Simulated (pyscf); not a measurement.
H₂C=C=NH + hydrogen (H₂) → acetonitrile (H₃C–C≡N) + hydrogen (H₂) (concerted two-bond exchange; singlet surface; H–N, H–H broken, C–H, H–H formed). Structures and frequencies: ωB97X-D3(BJ)/def2-SVP in PySCF. Energies in eV from the separated reactants.

```json
[
 {"level": "ωB97X-D3(BJ)/def2-TZVP", "barrier": "…", "reaction energy": "-1.16"},
 {"level": "r²SCAN/def2-TZVP", "barrier": "…", "reaction energy": "…"},
 {"level": "B3LYP-D3(BJ)/def2-TZVP", "barrier": "1.51", "reaction energy": "-1.02"},
 {"level": "PBE0-D3(BJ)/def2-TZVP", "barrier": "1.38", "reaction energy": "-1.00"},
 {"level": "ωB97M-D3(BJ)/def2-TZVP", "barrier": "1.53", "reaction energy": "-1.13"},
 {"level": "HF/def2-TZVP", "barrier": "2.45", "reaction energy": "-1.34"}
]
```

Question: Complete the blanks.

Answer: 
- ωB97X-D3(BJ)/def2-TZVP, barrier: 1.58
- r²SCAN/def2-TZVP, barrier: 1.35
- r²SCAN/def2-TZVP, reaction energy: -0.96

The functionals in the table span 0.23 eV in this barrier, from r²SCAN to ωB97X-D3(BJ)/def2-TZVP. This is the saddle that the search found; another between the same sides may lie lower.
